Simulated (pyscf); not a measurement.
## Four-centre exchange: `[OH][SiH3]` + `[OH2]` → `[OH][SiH2][OH]` + `[H][H]`

Gas phase, singlet surface, charge 0. Bonds broken: Si2–H4, O7–H8. Bonds formed: Si2–O7, H4–H8. Structures and frequencies: ωB97X-D3(BJ)/def2-SVP in PySCF.

Transition state (Å):

```xyz
9

O     -0.0016     1.8928     0.6054
Si    -0.5797     0.3999     0.1309
H      0.0414     1.9951     1.5631
H     -1.2313     0.1967     1.8219
H     -0.5684     0.6374    -1.3490
H      0.2023    -0.8488     0.3182
O     -2.4302     0.0235     0.0924
H     -2.2005     0.1104     1.1809
H     -3.0023     0.7038    -0.2960
```

One imaginary mode, 1183i cm⁻¹; descent along it reached the two sides named.

```csv
bond,change,reactant side (Å),saddle,product side
Si2–H4,breaks,1.516,1.824,3.9
O7–H8,breaks,0.966,1.116,2.516
Si2–O7,forms,2.8,1.889,1.668
H4–H8,forms,2.7,1.165,0.761
```

Electronic energies relative to the separated reactants (kJ/mol):

```json
[
 {"level": "ωB97X-D3(BJ)/def2-TZVP", "barrier": "130.9", "reaction energy": "-97.4", "reverse barrier": "228.3"},
 {"level": "PBE/def2-TZVP", "barrier": "108.3", "reaction energy": "-91.9", "reverse barrier": "200.2"},
 {"level": "r²SCAN/def2-TZVP", "barrier": "114.5", "reaction energy": "-102.7", "reverse barrier": "217.2"},
 {"level": "B3LYP-D3(BJ)/def2-TZVP", "barrier": "130.8", "reaction energy": "-98.0", "reverse barrier": "228.8"},
 {"level": "PBE0-D3(BJ)/def2-TZVP", "barrier": "119.5", "reaction energy": "-91.5", "reverse barrier": "211.0"},
 {"level": "M06-2X/def2-TZVP", "barrier": "131.1", "reaction energy": "-108.0", "reverse barrier": "239.2"},
 {"level": "ωB97M-D3(BJ)/def2-TZVP", "barrier": "127.6", "reaction energy": "-97.0", "reverse barrier": "224.5"},
 {"level": "HF/def2-TZVP", "barrier": "208.3", "reaction energy": "-89.3", "reverse barrier": "297.6"}
]
```

With ωB97M-D3(BJ)/def2-TZVP energies and thermal terms (ideal gas, 1 atm, RRHO with modes under 100 cm⁻¹ raised to 100, one conformer, R ln 2 for chiral ones without a mode under 150 cm⁻¹), in kJ/mol:

```
T (K)    ΔH‡    ΔG‡      ΔH     ΔG
-----  -----  -----  ------  -----
298    121.9  168.6  -107.4  -97.6
600    121.4  216.4  -103.1  -89.3
900    123.8  263.5   -99.3  -83.3
1200   127.2  309.5   -96.4  -78.4
```

The same reactants have a lower exit, to H₂O + HO–SiH₃ (barrier +103.3 kJ/mol at ωB97M-D3(BJ)/def2-TZVP, against +127.6 kJ/mol here). One saddle was located; it need not be the lowest between these sides.
